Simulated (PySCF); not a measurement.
# Solver options tried on NaCl⁻

Aim: find out which solver settings change the answer for NaCl⁻.

Computed with PySCF 2.14.0. Level: method and basis as typed in the scripts.

1 further run of the same task is left out (it didn't finish).

## (1) The system as given

NaCl⁻: 2 atoms, charge -1, spin multiplicity 2.

Bond lengths: Na1–Cl2 2.460 Å.

## (2) The base run

Contents of input.py:

```python
from pyscf import gto, scf, cc

mol = gto.M(
    atom='Na 0 0 0; Cl 0 0 2.46',
    basis='6-31g*',
    charge=-1,
    spin=1,
    verbose=4,
)
mf = scf.UHF(mol)
mf.kernel()
mycc = cc.CCSD(mf, frozen=6)
mycc.kernel()
e = mycc.eeccsd(nroots=8)[0]
print('roots (eV) =', (e*27.211386).round(3))
mf.dip_moment()
print('orbital energies (hartree):', [e[max(0, n-3):n+3].round(4) for e, n in zip(mf.mo_energy, mol.nelec)])
```

Started as:

```
> OMP_NUM_THREADS=1 python input.py
```

Its log is not repeated here.

It gives: E(SCF) = -621.417701 Eh, 10 cycles, E(CCSD) − E(SCF) = -0.14753 Eh, ⟨S²⟩ = 0.750, excitation roots 0.000, 1.671, 1.671, 1.673, 1.673 eV.

The bond length is a typed value, not an optimised one. Spin-unrestricted EOM-EE roots include spin flips and other components of the reference, which can be negative or near zero. The dipole of an ion depends on the origin.

## (3) Point-group symmetry on

Variant 1 changes point-group symmetry: off → on.

Contents of input.py:

```python
from pyscf import gto, scf, cc

mol = gto.M(
    atom='Na 0 0 0; Cl 0 0 2.46',
    basis='6-31g*',
    charge=-1,
    spin=1,
    symmetry=True,
    verbose=4,
)
mf = scf.UHF(mol)
mf.kernel()
mycc = cc.CCSD(mf, frozen=6)
mycc.kernel()
e = mycc.eeccsd(nroots=8)[0]
print('roots (eV) =', (e*27.211386).round(3))
mf.dip_moment()
print('orbital energies (hartree):', [e[max(0, n-3):n+3].round(4) for e, n in zip(mf.mo_energy, mol.nelec)])
```

Started as:

```
> OMP_NUM_THREADS=1 python input.py
```

## (4) Initial guess core

Variant 2 changes initial guess: minao → core.

input.py, as its differences from that of step 2:

```diff
@@ -10,2 +10,3 @@
 mf = scf.UHF(mol)
+mf.init_guess = 'core'
 mf.kernel()
```

## (5) Initial guess mod_huckel

Variant 3 changes initial guess: minao → mod_huckel.

input.py, as its differences from that of step 2:

```diff
@@ -10,2 +10,3 @@
 mf = scf.UHF(mol)
+mf.init_guess = 'mod_huckel'
 mf.kernel()
```

What does the calculation give? Wanted: for each run, E(SCF); from base; gap, α spin; after the SCF.

The runs gave:

| run | E(SCF) (hartree) | from base (eV) | cycles | gap, α spin (eV) | after the SCF |
| --- | --- | --- | --- | --- | --- |
| base | -621.417701 | 0 | 10 | 4.98 | CCSD correlation -4.015 eV, core frozen, first root 1.67 eV |
| point-group symmetry on | -621.417701 | 0.0000 | 10 | 4.98 | CCSD correlation -4.015 eV, core frozen, first root 1.67 eV |
| initial guess core | -621.417701 | 0.0000 | 10 | 4.98 | CCSD correlation -4.015 eV, core frozen, first root 1.67 eV |
| initial guess mod_huckel | -621.417701 | 0.0000 | 9 | 4.98 | CCSD correlation -4.015 eV, core frozen, first root 1.67 eV |

Distance from each run's final energy (log10 hartree) by cycle:

| run | cycle 1 | cycle 2 | cycle 3 | cycle 5 | cycle 8 | cycle 12 |
| --- | --- | --- | --- | --- | --- | --- |
| base | -1.3 | -2.1 | -2.7 | -5.1 | -8.8 | done |
| point-group symmetry on | -1.3 | -2.1 | -2.7 | -5.1 | -8.8 | done |
| initial guess core | -1.3 | -2.1 | -2.7 | -5.1 | -8.8 | done |
| initial guess mod_huckel | -1.9 | -2.5 | -3.0 | -5.7 | -9.5 | done |

In words: The SCF energy stays the same, to the digits that matter, with point-group symmetry on or initial guess core or initial guess mod_huckel. PySCF falls back to minao for a guess that it doesn't know or can't read, so that run repeats the base. With point-group symmetry on, initial guess core, initial guess mod_huckel the path hardly changes: 9 to 10 cycles against 10.
